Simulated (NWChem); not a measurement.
Molecule: pyrazine (C4H4N2); SMILES c1cnccn1

```xyz
10

C      1.1347    -0.6965     0.0000
C      1.1322     0.7006     0.0000
N     -0.0025     1.4092     0.0000
C     -1.1347     0.6965     0.0000
C     -1.1322    -0.7006     0.0000
N      0.0025    -1.4092     0.0000
H      2.0697    -1.2538     0.0000
H      2.0652     1.2612     0.0000
H     -2.0697     1.2538     0.0000
H     -2.0652    -1.2612     0.0000
```
Atoms are numbered in this order, from 1.

The geometry was optimised at B3LYP/6-31G* (spherical d).

Question: Give the principal values of the shielding tensors (ppm) of C1, N3 from BHandHLYP/pcSseg-1, GIAO (NWChem), with their diamagnetic and paramagnetic parts as GIAO splits them.

Answer: 
```
atom     σ11     σ22    σ33  isotropic  diamagnetic  paramagnetic
----  ------  ------  -----  ---------  -----------  ------------
C1     -91.5    32.3  148.3       29.7        251.9        -222.2
N3    -486.5  -228.2  309.9     -134.9        326.6        -461.5
```
